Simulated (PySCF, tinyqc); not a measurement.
Worked calculation: harmonic frequencies on the RHF/sto-3g surface (energies and gradients from PySCF), for CH2, spin multiplicity 1. The lowest restricted solution is unstable here: a spin-polarised one lies 0.0253 hartree lower (PySCF). One step of it, computed by the program tinyqc.

Task: Normal modes. Diagonalise H_ij / sqrt(m_i m_j); the 6 smallest eigenvalues belong to translations and rotations; wavenumber = sqrt(eigenvalue / 1822.888) x 219474.63; each mode has its largest component positive (the first on a tie); zero-point energy = sum of wavenumbers / 2, with 349.755 1/cm per kcal/mol.

Hessian (symmetrised) (hartree/bohr^2), lower triangle:
```
             1Cx          1Cy          1Cz         2Hx          2Hy         2Hz          3Hx          3Hy
1Cx   0.00554198
1Cy   0.01660698   0.50947485
1Cz   0.04518616   0.00022870   0.40831051
2Hx  -0.00409602  -0.03137665  -0.02778149  0.00395557
2Hy  -0.02338915  -0.24727021  -0.13865343  0.02852071   0.27924441
2Hz  -0.03013092  -0.21084217  -0.21029693  0.02734762   0.17562624  0.19550149
3Hx  -0.00144572   0.01476967  -0.01740477  0.00014033  -0.00513158  0.00278335   0.00130527
3Hy   0.00678215  -0.26220509   0.13842472  0.00285592  -0.03197397  0.03521579  -0.00963806   0.29417928
3Hz  -0.01505525   0.21061350  -0.19801415  0.00043387  -0.03697292  0.01479574   0.01462143  -0.17364043

            3Hz
3Hz  0.18321869
```

masses (u): 1C 12.000000, 2H 1.007825, 3H 1.007825

Give: eigenvalues of the mass-weighted Hessian; harmonic wavenumbers of the vibrations; mass-weighted modes; zero-point energy.

Result:

eigenvalues of the mass-weighted Hessian (hartree/(bohr^2 u)): 0.0000  0.0000  0.0000  0.0000  0.0000  0.0000  0.1235  0.4326  0.4708

harmonic wavenumbers of the vibrations (1/cm): 1806.2  3381.1  3527.3

mass-weighted modes:
```
      mode 1   mode 2   mode 3
1Cx  -0.0328   0.0254  -0.0104
1Cy   0.0064  -0.0049  -0.3002
1Cz  -0.2979   0.2309  -0.0053
2Hx   0.0416  -0.0631   0.0650
2Hy  -0.4438  -0.5500   0.5088
2Hz   0.5063  -0.4081   0.4379
3Hx   0.0714  -0.0245  -0.0293
3Hy   0.4218   0.5670   0.5272
3Hz   0.5216  -0.3885  -0.4197
```

zero-point energy = 12.4581 kcal/mol
